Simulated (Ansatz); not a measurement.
# CH3O: the cost of one run

Program: Ansatz 0.2.0, Gaussian basis. Level of theory: def2-QZVPP, all electrons in the functionals, frozen cores in the correlation of double hybrids and RPA. These are calculated values, not measurements.

Plan: PBE, BLYP, r2SCAN, B97M-V, PBE0, B3LYP, wB97M-V, B2PLYP, at charge 0, doublet; charge 0, quartet; charge 1, singlet; charge 1, triplet.

2 further runs of the same task are left out: 2 set aside as unsound or not needed. Runs told in other sessions of the task aren't counted.

## Step 1: What is computed

The geometry is a PBE0/def2-TZVP stationary point (not a proven minimum).

5 atoms, charge 0, spin multiplicity 2.

Atoms are counted from 1 here; the program's logs count them from 0.

Bond lengths: O1–C2 1.356 Å, C2–H3 1.104 Å, C2–H4 1.098 Å, C2–H5 1.104 Å. Angles: O1–C2–H3 108.9°, O1–C2–H4 114.9°, O1–C2–H5 108.9°, H3–C2–H4 110.0°, H3–C2–H5 103.7°, H4–C2–H5 110.0°.

No dispersion term is added; B97M-V, wB97M-V hold VV10 nonlocal correlation. B3LYP takes the VWN-RPA correlation.

The geometry shown and the zero of energy belong to the point charge 0, doublet. The yardstick, UCCSD(T), and other wave-function levels (R restricted, U unrestricted, valence and pair active spaces) come from earlier runs.

## Step 2: PBE, charge 0, doublet

Contents of in.yaml:

```yaml
crystal:
  periodic: [false, false, false]
  atoms:
    - {symbol: O, position_ang: [0.000000, 0.001105, 0.695061]}
    - {symbol: C, position_ang: [0.000000, 0.009438, -0.660775]}
    - {symbol: H, position_ang: [0.868643, -0.569422, -1.021453]}
    - {symbol: H, position_ang: [0.000000, 1.008845, -1.116196]}
    - {symbol: H, position_ang: [-0.868643, -0.569422, -1.021453]}
basis:
  gaussian: {orbitals: "def2-QZVPP.json"}
magnetization: {spin_polarized: true, initial_magnetization: 1}
hamiltonian: {xc: {name: PBE}}
output: {orbitals: {seedname: orbitals}}
```

Run with:

```sh
> ansatz run in.yaml --threads 1 --pin off --events-out ev --progress --plain --max-ram 2393MiB
```

**Question.** How long does this run take on 1 thread of Arm Neoverse V1, shared host, and how much memory does it need?

About 12 s, with a peak of 0.34 GiB.
